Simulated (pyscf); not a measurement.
A first-order saddle from PySCF, ωB97X-D3(BJ)/def2-SVP:

```xyz
6

Ge    -1.2433    -0.4774    -0.0502
H     -0.6021     0.9767    -0.0632
H     -0.3052    -1.4429    -0.7884
H     -2.6060    -0.4278    -0.7558
H     -1.4226    -0.9305     1.4057
H     -0.0543     2.2187    -0.0744
```
Charge 0, spin multiplicity 2.

Surface: doublet, charge 0. Lowest wavenumbers (cm⁻¹): 752i, 242, 242, 824, 863.

**Question.** What reaction is this the transition state of?

**Answer.** `[GeH4]` + `[H]` [doublet] ⇌ `[GeH3]` [doublet] + `[H][H]`, a hydrogen abstraction read from left to right: Ge–H broken and H–H formed. At ωB97M-D3(BJ)/def2-TZVP it lies +3.2 kcal/mol from the left side and +22.5 kcal/mol from the right (each side as separated species at their lowest minima found). This is the saddle that the search found; another between the same sides may lie lower. The angle at the transferred H is 180°. Elements up to Kr have no core potential and no relativistic terms here.
